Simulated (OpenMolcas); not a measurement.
# doublet [AlH3]+ at U-r2SCAN/3-21G

Wanted: the energy of doublet [AlH3]+. 

The results are computed with OpenMolcas 26.06.

1 further run of the same task is left out (set aside as unsound or not needed).

### Step 1. The system as given

[AlH3]+ has 4 atoms, charge +1, and is taken as a doublet. SMILES of the parent species: `[AlH3]`. Geometry: relaxed at PBE0-D4/def2-TZVP. That shape belongs to the parent species and isn't relaxed for this state.

Bond lengths: Al1–H2 1.586 Å, Al1–H3 1.586 Å, Al1–H4 1.586 Å. Angles: H2–Al1–H3 120.0°, H2–Al1–H4 120.0°, H3–Al1–H4 120.0°.

### Step 2. A single-point energy at U-r2SCAN/3-21G

Contents of geom.xyz:

```xyz
4

Al     0.013700    -0.014800    -0.005100
H      0.633200     0.670900     1.283600
H     -1.340800    -0.832000     0.105100
H      0.749400     0.115700    -1.403900
```

Contents of test.input:

```
* AlH3 Kohn-Sham DFT

&gateway
  baslib=$CurrDir
  coord=geom.xyz
  basis=3-21G
  group=NoSym

&seward
  gridinput
  Grid=UltraFine
  End of Grid

&scf
  uhf
  charge=1
  spin=2
  ksdft=2
  1.0 MGGA_X_R2SCAN
  1.0 MGGA_C_R2SCAN
  thresholds=1e-10 1e-07 1e-07 1e-05
  prorbitals=1 1
```

The basis set 3-21G is read from a file made from the Basis Set Exchange's data (not shown).

Launch:

```console
$ export MOLCAS_MEM=1860
$ pymolcas test.input > test.log
```

What values should one expect? Wanted: total energy; HOMO energy; LUMO energy; ⟨S²⟩.

Answer, from the run:

At U-r2SCAN/3-21G:

| quantity | value |
| --- | --- |
| total energy | -242.37630 Eh |
| HOMO energy (highest over α and β) | -14.53 eV |
| LUMO energy (lowest over α and β) | -14.39 eV |
| ⟨S²⟩ | 0.764 |

This program's gradients are faulty for this kind of reference, so any forces in the log can't be trusted; the energy can. Mulliken charges run from -0.03 on H3 to +0.97 on Al1.
